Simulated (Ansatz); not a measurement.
bcc Mo was calculated with PBE-D3(BJ) (Ansatz, a program for electronic structure, plane waves, PAW).

Settings: plane-wave cutoff 520 eV, 24×24×24 k mesh, Fermi–Dirac smearing 0.05 eV, no spin polarisation, scalar-relativistic PAW data made under PBE.

Computed at the level's own relaxed cell.

Q: Predict the volume per atom, bulk modulus, lattice constant a and pressure derivative B′ of the bulk modulus.

A: 
- volume per atom: 15.34 Å³/atom
- bulk modulus: 276 GPa
- lattice constant a: 3.130 Å
- pressure derivative B′ of the bulk modulus: 4.3

The run finds no gap.

Measured, for comparison: equilibrium volume per atom 15.49 Å³/atom, lattice constant a 3.141 Å (static lattice: zero-point anharmonic expansion removed; as tabulated in Mejia-Rodriguez and Trickey (2018), arXiv:1807.09216); bulk modulus 265 GPa (zero-point energy and finite temperature contributions removed, our sources range from 265 to 278; as tabulated in doi:10.1021/acs.jctc.3c00612). Computed (rounded) less measured: equilibrium volume per atom -1.0 %, bulk modulus +4 % (inside the range of the sources held), lattice constant a -0.4 %.

Computed values are for the static lattice.
